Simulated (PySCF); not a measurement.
## Basis-set dependence of population analyses: `OCC(Cl)(Cl)Cl`

Species: C2H3Cl3O.
Numbering: `[OH:1][CH2:2][C:3]([Cl:4])([Cl:5])[Cl:6]` (hydrogens: H7 on O1; H8, H9 on C2)

PBE0 throughout (PySCF), one geometry, spherical d and f functions. Geometry: PBE0-D3(BJ)/def2-SVP, one conformer, isolated molecule. Atoms taken as equivalent share a column and are averaged.

Mulliken charges (e):

```csv
basis,functions,O1,C2,C3,Cl4/Cl5/Cl6,H7,H8/H9
STO-3G,45,-0.269,-0.032,+0.069,-0.071,+0.224,+0.110
6-31G,72,-0.581,-0.009,-0.762,+0.171,+0.393,+0.222
pcSseg-0,72,-0.650,+0.099,-0.844,+0.161,+0.380,+0.266
6-31G*,102,-0.614,-0.048,-0.382,+0.062,+0.436,+0.210
def2-SVP,111,-0.298,+0.276,-0.174,-0.032,+0.171,+0.061
cc-pVDZ,111,-0.240,+0.242,-0.371,+0.027,+0.151,+0.068
pcSseg-1,138,-0.411,+0.201,-0.416,+0.034,+0.235,+0.145
aug-cc-pVDZ,177,-0.451,+1.424,-1.010,+0.060,+0.132,-0.137
"6-311+G(2d,p)",204,-0.335,-0.644,+1.352,-0.325,+0.267,+0.168
def2-TZVP,222,-0.413,-0.062,+0.113,-0.068,+0.310,+0.128
cc-pVTZ,234,-0.301,+0.035,+0.023,-0.058,+0.208,+0.105
IGLO-III,267,-0.402,-0.103,-0.316,+0.084,+0.278,+0.145
```

IAO charges (e):

| basis | functions | O1 | C2 | C3 | Cl4/Cl5/Cl6 | H7 | H8/H9 |
| --- | --- | --- | --- | --- | --- | --- | --- |
| STO-3G | 45 | -0.312 | -0.135 | -0.083 | -0.010 | +0.258 | +0.150 |
| 6-31G | 72 | -0.500 | -0.084 | -0.045 | -0.020 | +0.349 | +0.170 |
| pcSseg-0 | 72 | -0.481 | -0.073 | -0.074 | -0.013 | +0.337 | +0.166 |
| 6-31G* | 102 | -0.510 | -0.049 | -0.005 | -0.032 | +0.349 | +0.155 |
| def2-SVP | 111 | -0.511 | -0.044 | +0.011 | -0.034 | +0.347 | +0.149 |
| cc-pVDZ | 111 | -0.511 | -0.049 | +0.015 | -0.037 | +0.350 | +0.153 |
| pcSseg-1 | 138 | -0.520 | -0.047 | +0.002 | -0.033 | +0.352 | +0.156 |
| aug-cc-pVDZ | 177 | -0.537 | -0.052 | +0.023 | -0.039 | +0.363 | +0.159 |
| 6-311+G(2d,p) | 204 | -0.538 | -0.053 | +0.012 | -0.035 | +0.363 | +0.160 |
| def2-TZVP | 222 | -0.535 | -0.049 | +0.012 | -0.034 | +0.361 | +0.157 |
| cc-pVTZ | 234 | -0.533 | -0.051 | +0.018 | -0.037 | +0.361 | +0.157 |
| IGLO-III | 267 | -0.540 | -0.052 | +0.005 | -0.032 | +0.363 | +0.159 |

Some averages cover members that differ in this geometry, most widely: Cl4/Cl5/Cl6, Mulliken in 6-311+G(2d,p) -0.405 to -0.252; Cl4/Cl5/Cl6, Mulliken in 6-31G +0.137 to +0.196; Cl4/Cl5/Cl6, Mulliken in IGLO-III +0.052 to +0.106; Cl4/Cl5/Cl6, Mulliken in pcSseg-0 +0.133 to +0.185 e.

Q: Which scheme is steadiest as the basis changes?

A: Largest range over the bases for any column: IAO 0.23 e, Mulliken 2.36 e. IAO charges move least and Mulliken charges most, counted in e. Without the minimal STO-3G basis the ranges are IAO 0.10, Mulliken 2.36 e.

Q: How much do the charges still move between the two largest bases, cc-pVTZ and IGLO-III?

A: At most, over all atoms: Mulliken 0.339 e, IAO 0.013 e.

Q: What do the same runs give for the total energy, the frontier levels and the dipole moment?

A: 
```tsv
basis	energy (Eh)	HOMO (eV)	LUMO (eV)	μ (D)
STO-3G	-1516.2360	-5.59	1.86	1.68
6-31G	-1533.0279	-8.66	-0.96	1.51
pcSseg-0	-1531.2370	-8.67	-0.76	1.55
6-31G*	-1533.1337	-8.53	-0.88	1.31
def2-SVP	-1532.6528	-8.46	-0.23	1.17
cc-pVDZ	-1533.2267	-8.46	-0.65	1.22
pcSseg-1	-1533.1252	-8.74	-0.92	1.27
aug-cc-pVDZ	-1533.2509	-8.74	-1.02	1.19
6-311+G(2d,p)	-1533.2893	-8.76	-1.12	1.20
def2-TZVP	-1533.3066	-8.68	-0.87	1.17
cc-pVTZ	-1533.3215	-8.65	-0.84	1.18
IGLO-III	-1533.2984	-8.65	-0.83	1.11
```

The dipole is fixed by the density alone, so its range of 0.57 D shows that the density itself changes with the basis, not only its division among atoms.
